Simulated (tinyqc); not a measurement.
Orbital energy against energy difference: ionisation energy by orbital energies and by energy differences in the cc-pvdz basis, for CO, spin multiplicity 1. Computed by the program tinyqc with PySCF. 

Geometry (angstrom):

| atom | x | y | z |
|---|---|---|---|
| C | 0.0000 | 0.0000 | 0.0000 |
| O | 0.0000 | 0.0000 | 1.0840 |

CCSD(T) difference in the same basis = 13.5179 eV

IP-EOM-CCSD = 13.7005 eV

The cation is unrestricted; errors are against CCSD(T) in this basis, not against experiment.

First vertical ionisation energy (eV):

| method | -e(HOMO) | E(cation) - E | error of -e(HOMO) | error of the difference |
|---|---|---|---|---|
| HF | 14.7769 | 12.944750 | 1.2590 | -0.5732 |
| LDA | 8.5448 | 13.846999 | -4.9731 | 0.3291 |
| PBE | 8.4998 | 13.628876 | -5.0181 | 0.1110 |
| B3LYP | 10.0187 | 13.959940 | -3.4992 | 0.4420 |
| PBE0 | 10.3122 | 13.802947 | -3.2057 | 0.2850 |
| CAM-B3LYP | 11.8768 | 14.029457 | -1.6411 | 0.5116 |
| LC-wPBE | 13.4109 | 13.934271 | -0.1070 | 0.4164 |

Koopmans errs by +1.26 eV and Delta-HF by -0.57 eV: relaxation, 1.83 eV, lowers the value and the missing correlation difference works against it. The PBE level is off by -5.0 eV through the wrong tail of its potential, though its energy difference is off by +0.11 eV; exact exchange deepens the level, and among the orbital energies LC-wPBE comes closest; among the differences PBE does.
